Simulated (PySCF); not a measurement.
**Reproducing measurements on butanal**

**Measured values to compare with.**

NIST CCCBDB Release 22 (SRD 101), experimental polarizabilities lists, for the gas: mean polarisability 8.18 Å³.

The results are set against them at the end.

Species: butanal, C4H8O.
Numbering: `[CH3:1][CH2:2][CH2:3][CH:4]=[O:5]` (hydrogens: H6, H7, H8 on C1; H9, H10 on C2; H11, H12 on C3; H13 on C4)

Cartesian coordinates in Å at the PBE0-D3(BJ)/def2-SVP level; atoms count from 1:
```
atom  x, y, z in Å
C1    -1.7121   -0.1053    0.6395
C2    -0.2561   -0.5039    0.4677
C3     0.5350    0.4792   -0.3752
C4     1.9842    0.1270   -0.5461
O5     2.5181   -0.8322   -0.0569
H6    -2.2590   -0.8385    1.2509
H7    -1.8061    0.8750    1.1344
H8    -2.2284   -0.0335   -0.3316
H9    -0.1835   -1.5034    0.0086
H10    0.2339   -0.6027    1.4500
H11    0.5007    1.5017    0.0489
H12    0.1027    0.5924   -1.3881
H13    2.5706    0.8442   -1.1806
```

The PySCF runs (gas phase, on this PBE0-D3(BJ)/def2-SVP geometry; no spin–orbit coupling):

```tsv
level	job	basis functions	wall time
wB97X-D/def2-SVPD	10 singlets by full TDDFT, 4 Tamm–Dancoff triplets, polarisability, ΔSCF ions	167	35 s
LC-wPBE/def2-SVPD	10 singlets by full TDDFT, 4 Tamm–Dancoff triplets, polarisability, ΔSCF ions	167	44 s
PBE0/6-31+G*	10 singlets by full TDDFT, 4 Tamm–Dancoff triplets, polarisability	106	8.3 s
PBE0/6-31G*	10 singlets by full TDDFT, 4 Tamm–Dancoff triplets, polarisability	86	6.1 s
PBE0/aug-cc-pVDZ	10 singlets by full TDDFT, 4 Tamm–Dancoff triplets, polarisability	187	17 s
PBE0/def2-SVP	10 singlets by full TDDFT, 4 Tamm–Dancoff triplets, polarisability	110	8.2 s
PBE0/def2-TZVP	10 singlets by full TDDFT, 4 Tamm–Dancoff triplets, polarisability	203	19 s
PBE0/def2-TZVPD	10 singlets by full TDDFT, 4 Tamm–Dancoff triplets, polarisability	260	27 s
```

Hardware: x86-64 server, one thread, no GPU, on a shared host.

All basis functions are spherical.

Results beside the measurements:

**Mean polarisability.** Measured: 8.18 Å³ (NIST CCCBDB Release 22 (SRD 101), experimental polarizabilities).

```json
{"level": "wB97X-D/def2-SVPD", "computed (Å³)": "7.89", "computed − measured (Å³)": "-0.29", "% (from the printed values)": "-4"}
{"level": "LC-wPBE/def2-SVPD", "computed (Å³)": "7.69", "computed − measured (Å³)": "-0.49", "% (from the printed values)": "-6"}
{"level": "PBE0/6-31+G*", "computed (Å³)": "7.39", "computed − measured (Å³)": "-0.79", "% (from the printed values)": "-10"}
{"level": "PBE0/6-31G*", "computed (Å³)": "6.61", "computed − measured (Å³)": "-1.57", "% (from the printed values)": "-19"}
{"level": "PBE0/aug-cc-pVDZ", "computed (Å³)": "8.11", "computed − measured (Å³)": "-0.07", "% (from the printed values)": "-1"}
{"level": "PBE0/def2-SVP", "computed (Å³)": "6.82", "computed − measured (Å³)": "-1.36", "% (from the printed values)": "-17"}
{"level": "PBE0/def2-TZVP", "computed (Å³)": "7.70", "computed − measured (Å³)": "-0.48", "% (from the printed values)": "-6"}
{"level": "PBE0/def2-TZVPD", "computed (Å³)": "8.10", "computed − measured (Å³)": "-0.08", "% (from the printed values)": "-1"}
```

Closest is PBE0/aug-cc-pVDZ (-0.07 Å³), furthest PBE0/6-31G* (-1.57 Å³); one molecule doesn't rank methods. All 8 levels lie below the measurement. The computed values are static and purely electronic, with core orbitals frozen in the response (1 au = 0.148185 Å³). The table of measured values doesn't say here whether a value is static or optical, or holds a vibrational part. The measurement averages over conformers, the calculation has one.

No measured geometry was used, and the causes of the misses weren't examined.
